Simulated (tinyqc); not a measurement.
Inside a calculation. Method: UKS/LDA (VWN5) in the sto-6g basis, for H2O, spin multiplicity 3. One step of it, computed by the program tinyqc.

Problem. Iteration 2: DIIS coefficients. Solve [B -1; -1 0][c; lambda] = [0; -1] for the coefficients, which sum to one.

B (overlaps of the stored error matrices):
```
,1,2
1,4.6933144e-01,-6.3209494e-01
2,-6.3209494e-01,1.1244803e+00
```

Give: DIIS coefficients.

Solution.

DIIS coefficients: 0.6146  0.3854
